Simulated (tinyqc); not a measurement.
Worked calculation: Pariser-Parr-Pople SCF with singles CI, for the molecule C=CC=C (SMILES; centres numbered as the heavy atoms are written). One step of it, computed by the program tinyqc.

Problem. Iteration 2: orbitals and new P. Diagonalise F (the basis is taken as orthonormal) and form P = 2 sum c c over the lowest orbitals.

F (eV):
```
           1C         2C         3C         4C
1C  -5.595000  -5.865410   0.000000   0.717356
2C  -5.865410  -5.595000  -3.866935   0.000000
3C   0.000000  -3.866935  -5.595000  -5.865410
4C   0.717356   0.000000  -5.865410  -5.595000
```

pi electrons, sum of z_r less the charge = 4

Give: orbital energies; P after iteration 2.

Solution.

orbital energies (eV): -13.4672  -10.3176  -0.8724  2.2772

P after iteration 2:
```
         1C      2C      3C       4C
1C   1.0000  0.9314  0.0000  -0.3640
2C   0.9314  1.0000  0.3640   0.0000
3C   0.0000  0.3640  1.0000   0.9314
4C  -0.3640  0.0000  0.9314   1.0000
```
